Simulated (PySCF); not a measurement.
Species: 1-hexyne, C6H10.
Atom-mapped SMILES: `[CH:1]#[C:2][CH2:3][CH2:4][CH2:5][CH3:6]` (hydrogens: H7 on C1; H8, H9 on C3; H10, H11 on C4; H12, H13 on C5; H14, H15, H16 on C6)

Structure used (PBE0-D3(BJ)/def2-TZVP), in Å, numbered top down from 1:
```xyz
16
C6H10 angstrom
C      2.8212    1.2657    0.1827
C      2.1729    0.2551    0.1730
C      1.3667   -0.9542    0.1520
C     -0.0838   -0.7057   -0.2662
C     -0.8477    0.1848    0.6978
C     -2.2752    0.4416    0.2491
H      3.4019    2.1572    0.1908
H      1.3887   -1.4121    1.1475
H      1.8304   -1.6746   -0.5294
H     -0.5867   -1.6751   -0.3494
H     -0.0945   -0.2597   -1.2661
H     -0.8490   -0.2794    1.6910
H     -0.3140    1.1344    0.8055
H     -2.8108    1.0737    0.9607
H     -2.8341   -0.4933    0.1491
H     -2.2968    0.9433   -0.7223
```

All values: wB97X-D/pcSseg-2 (PySCF, non-relativistic), on one gas-phase PBE0-D3(BJ)/def2-TZVP geometry that isn't relaxed in the solvent. The solvent is an IEF-PCM continuum (Bondi radii, 1.10 Å for H, scaled by 1.2). Specific hydrogen bonds and non-electrostatic terms are outside this model.

Gas phase at wB97X-D/pcSseg-2: HOMO -9.52 eV, LUMO 2.25 eV, dipole 0.79 D.

What does the continuum do to the energy, the frontier levels and the dipole at wB97X-D/pcSseg-2 in chloroform?

```
   solvent      ε  E(solvent) − E(gas) (kJ/mol)  polarisation term (kJ/mol)  distortion of the solute (kJ/mol)  HOMO (eV)  LUMO (eV)  dipole (D)
chloroform  4.711                         -9.81                      -10.65                               0.84      -9.61       2.38        1.04
```

Polarisation term: ½ Σ q·V over the induced surface charges. Distortion: the rise of the solute's own energy as its density leaves the gas-phase optimum.

Give the dipole vector in the frame of the coordinates (D, pointing from negative to positive charge), gas and chloroform.

Gas (-0.58, -0.53, 0.00), solvent (-0.71, -0.75, 0.00). Its length changes by +32 % and its direction by 4°.

wB97X-D is run here without its empirical dispersion term; that term would change no orbital, density or response property at a fixed geometry.
